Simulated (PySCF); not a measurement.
Reproducing measurements on nitryl fluoride

**The experiment to reproduce.**

From NIST CCCBDB Release 22 (SRD 101), experimental dipoles, for the gas: dipole moment 0.466 D.

The runs below try to reproduce these values; the comparison stands at the end.

Nitryl fluoride, FNO2.
SMILES with atom numbers: `[O:1]=[N+:2]([O-:3])[F:4]`

Cartesian coordinates in Å at the GFN2-xTB level; atoms count from 1:
```xyz
4
FNO2 angstrom
O     -0.3663    1.1045    0.6962
N      0.1146    0.0976    0.4374
O      1.0535   -0.5150    0.6723
F     -0.7915   -0.6823   -0.5392
```

The PySCF runs (gas phase, on this GFN2-xTB geometry; no spin–orbit coupling):

```
         level                                                                                                   job  basis functions  wall time
PBE0/def2-SVPD  8 singlets by full TDDFT, 3 Tamm–Dancoff triplets, polarisability, density and orbital grids written               89      4.4 s
```

Hardware: an x86-64 server with one thread (shared host).

## Comparison

**Dipole moment.** Measured: 0.466 D (NIST CCCBDB Release 22 (SRD 101), experimental dipoles).

```json
{"level": "PBE0/def2-SVPD", "computed (D)": "1.256", "computed − measured (D)": "+0.790", "% (from the printed values)": "+170"}
```

The computed dipoles belong to one fixed geometry; measured ones are averaged over vibrations unless marked μe. Magnitudes are compared, not signs.

No measured geometry was used, and the causes of the misses weren't examined.
